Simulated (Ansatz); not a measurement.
**C4H7F: small, medium and large basis sets**

The task here is to estimate one member of a computed series from the others.

Method: one geometry, several basis sets; program: Ansatz 0.2.0, Gaussian basis.

The runs, in order: PBE0-D4/def2-SVP; ωB97M-V/def2-SVP; PBE0-D4/def2-QZVPP; ωB97M-V/def2-QZVPP; the functionals' def2-TZVPP values are taken from earlier runs.

## Structure used throughout

All runs share one geometry, relaxed beforehand with PBE0-D4 in a triple-zeta def2 set.

SMILES `C=CCCF`, 12 atoms, charge 0, spin multiplicity 1.

Atoms are counted from 1 here; the program's logs count them from 0.

Bond lengths: C1–C2 1.325 Å, C1–H6 1.084 Å, C1–H7 1.086 Å, C2–C3 1.493 Å, C2–H8 1.087 Å, C3–C4 1.513 Å, C3–H9 1.096 Å, C3–H10 1.095 Å, C4–F5 1.386 Å, C4–H11 1.094 Å, C4–H12 1.094 Å. Angles: C2–C1–H6 121.6°, C2–C1–H7 121.5°, H6–C1–H7 116.9°, C1–C2–C3 124.6°, C1–C2–H8 119.5°, C3–C2–H8 115.9°, C2–C3–C4 113.0°, C2–C3–H9 110.1°, C2–C3–H10 110.2°, C4–C3–H9 107.9°, C4–C3–H10 108.3°, H9–C3–H10 107.2°, C3–C4–F5 110.1°, C3–C4–H11 111.0°, C3–C4–H12 111.2°, F5–C4–H11 107.5°, F5–C4–H12 107.5°, H11–C4–H12 109.3°.

Set-up of the first run:

in.yaml reads:

```yaml
crystal:
  periodic: [false, false, false]
  atoms:
    - {symbol: C, position_ang: [-0.896304, 1.563661, 0.866833]}
    - {symbol: C, position_ang: [-0.645006, 0.280143, 0.653509]}
    - {symbol: C, position_ang: [0.663302, -0.261388, 0.180965]}
    - {symbol: C, position_ang: [0.548863, -1.043999, -1.108660]}
    - {symbol: F, position_ang: [-0.244189, -2.164008, -0.917811]}
    - {symbol: H, position_ang: [-1.868091, 1.902686, 1.206193]}
    - {symbol: H, position_ang: [-0.136233, 2.324269, 0.713891]}
    - {symbol: H, position_ang: [-1.430526, -0.453499, 0.817869]}
    - {symbol: H, position_ang: [1.092207, -0.925823, 0.940489]}
    - {symbol: H, position_ang: [1.376234, 0.554797, 0.024677]}
    - {symbol: H, position_ang: [1.530579, -1.388840, -1.446724]}
    - {symbol: H, position_ang: [0.086164, -0.443099, -1.897330]}
basis:
  gaussian: {orbitals: def2-SVP}
hamiltonian: {xc: pbe0, dispersion: d4}
output: {orbitals: {seedname: orbitals}}
```

Steps of the session up to this table: PBE0-D4 in def2-SVP; ωB97M-V in def2-SVP; PBE0-D4 in def2-QZVPP; ωB97M-V in def2-QZVPP.

One of the session's tables, all rows but one given; the rest of the session is left out.

It belongs to the step «Density functionals: the series». 

| functional | basis | HOMO (eV) | LUMO (eV) |
| --- | --- | --- | --- |
| PBE0-D4 | def2-SVP | -7.53 | 0.39 |
| PBE0-D4 | def2-TZVPP | -7.60 | 0.14 |
| PBE0-D4 | def2-QZVPP | -7.61 | 0.04 |
| ωB97M-V | def2-SVP | -9.80 | 2.58 |
| ωB97M-V | def2-TZVPP | -9.87 | 2.20 |
| ωB97M-V | def2-QZVPP | ? | ? |

Q: Estimate the row for ωB97M-V, def2-QZVPP from the others.

As computed: HOMO (eV): -9.88; LUMO (eV): 1.87. In the column «HOMO (eV)» it is the lowest.
